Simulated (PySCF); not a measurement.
**Li: electron affinity**

Li⁻ [He] 2s2 (1S) → Li [He] 2s1 (2S), as a difference of total energies. Calculation: PySCF 2.14, in dyall-acv3z; no relativity, point nucleus. Correlated levels: valence and next inner shell: nothing frozen; virtual orbitals above 40 to 60 times the deepest correlated orbital energy dropped. The calculations carry no spin-orbit coupling.

```json
{"method": "UHF", "electron affinity (eV)": "-0.123", "error (eV)": "-0.741"}
{"method": "MP2 (valence and next inner shell)", "electron affinity (eV)": "0.335", "error (eV)": "-0.283"}
{"method": "SCS-MP2 (valence and next inner shell)", "electron affinity (eV)": "0.425", "error (eV)": "-0.193"}
{"method": "CCSD (valence and next inner shell)", "electron affinity (eV)": "0.606", "error (eV)": "-0.012"}
{"method": "CCSD(T) (valence and next inner shell)", "electron affinity (eV)": "0.613", "error (eV)": "-0.005"}
{"method": "CCSDT (valence and next inner shell)", "electron affinity (eV)": "0.614", "error (eV)": "-0.004"}
```

Reference: 0.618 eV (measured; photodetachment measurements, as compiled on the Wikipedia data page of electron affinities).

Errors of the correlated levels include the incompleteness of this basis.

A negative affinity means that the anion lies above the atom at that level of theory.

The coupled-cluster amplitudes are large for Li⁻ (T1 above 0.03 or a double amplitude above 0.15), so a single reference is strained.
